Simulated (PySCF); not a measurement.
Compound: C5H4O.
SMILES with atom numbers: `[CH:1]#[C:2][C:3](=[O:4])[CH:5]=[CH2:6]` (hydrogens: H7 on C1; H8 on C5; H9, H10 on C6)

Computed by this run: PBE0-D3(BJ)/def2-SVP geometry optimisation, gas phase (PySCF); density fitting, grid level 1; the optimiser is geomeTRIC in internal coordinates, started from a GFN2-xTB structure.

Step 0: E = -7280.2442 eV
```
atom  x, y, z in Å  |  force x, y, z in eV/Å
C1      2.3097    0.2970    0.1033    0.121   0.179   0.077
C2      1.2988   -0.2763   -0.1996   -0.227  -0.516  -0.221
C3      0.1388   -1.0414   -0.5887   -0.445  -0.044  -0.046
O4      0.2349   -2.1679   -1.0255   -0.047  -0.013  -0.010
C5     -1.1589   -0.3559   -0.4151    0.152  -0.416  -0.150
C6     -1.2907    0.8755    0.0606   -0.035   0.113   0.033
H7      3.1814    0.8170    0.3759    0.884   0.491   0.260
H8     -2.0154   -0.9464   -0.7113   -0.360  -0.271  -0.135
H9     -0.4342    1.4612    0.3538    0.506   0.284   0.152
H10    -2.2556    1.3418    0.1712   -0.549   0.194   0.039
```

**Question.** Estimate the geometry and energy of step 1. (The exact step hangs on the optimiser's Hessian estimate; all steps are aligned on step 0, rigid shifts and turns removed.)

**Answer.** E = -7280.2944 eV, largest force 0.227 eV/Å
```
atom  x, y, z in Å  |  force x, y, z in eV/Å
C1      2.3400    0.3052    0.1079    0.213   0.068   0.042
C2      1.3388   -0.2999   -0.2057   -0.180   0.005  -0.010
C3      0.1332   -1.0354   -0.5857    0.076  -0.103  -0.034
O4      0.2091   -2.1637   -1.0237   -0.010   0.015   0.007
C5     -1.1687   -0.3557   -0.4164   -0.059   0.008  -0.003
C6     -1.3159    0.8831    0.0615    0.009   0.062   0.026
H7      3.2476    0.8190    0.3801   -0.087  -0.038  -0.024
H8     -2.0249   -0.9659   -0.7227    0.037   0.011   0.008
H9     -0.4467    1.4776    0.3626   -0.026  -0.012  -0.007
H10    -2.3036    1.3406    0.1668    0.028  -0.017  -0.004
```

The energy changes by -0.0502 eV. The first-order estimate −F·Δx gives -0.1100 eV and the mean of the old and new forces, exact on a quadratic surface, -0.0510 eV. The step makes an angle of 55° with the force vector and moves no atom by more than 0.066 Å.

What follows is the cost of the whole optimisation. Hardware: one thread of an x86-64 server, shared host. Cost: 42 s of wall time.
